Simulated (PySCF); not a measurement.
## LiC: energy against distance

Set-up: basis Li def2-TZVP, C def2-TZVP; no relativity; PySCF 2.14. Energies in eV from Li + C in their ground configurations at the same level. State: ⁴Σ⁻ (quartet), unpaired electrons σ ↑, π ↑↑.

All columns are BP86. A positive dipole means Li(−)C(+).

```
R (Å)  E (eV)  μ (D)  Mulliken charge on Li (basis-dependent)  HOMO (eV)  LUMO (eV)  Mayer bond order  ⟨S²⟩
1.614  -2.254  -5.31                                     0.70      -4.41      -1.92              0.57  3.75
1.689  -2.481  -5.52                                     0.69      -4.30      -1.81              0.58  3.75
1.764  -2.615  -5.73                                     0.68      -4.19      -1.72              0.59  3.75
1.821  -2.669  -5.89                                     0.68      -4.11      -1.76              0.60  3.75
1.877  -2.691  -6.05                                     0.67      -4.04      -1.82              0.60  3.75
1.933  -2.689  -6.21                                     0.67      -3.97      -1.88              0.61  3.75
2.008  -2.655  -6.42                                     0.66      -3.89      -1.96              0.62  3.75
2.102  -2.577  -6.68                                     0.65      -3.80      -2.05              0.64  3.75
2.215  -2.450  -6.97                                     0.63      -3.70      -2.16              0.65  3.75
2.365  -2.252  -7.31                                     0.61      -3.59      -2.31              0.67  3.75
```

A fit through these points gives, at Re = 1.898 Å, μ = -6.11 D and dμ/dR = -2.85 D/Å; the reduced mass is 4.427 u.

Question: How strong is the fundamental in the double-harmonic approximation, I = 42.26·(dμ/dR)²/μred km/mol?

Answer: I = 42.26·(-2.85)²/4.427 = 77.5 km/mol at BP86.

The state is the lowest determinant that a PBE0 search found; another state may lie lower at other levels.
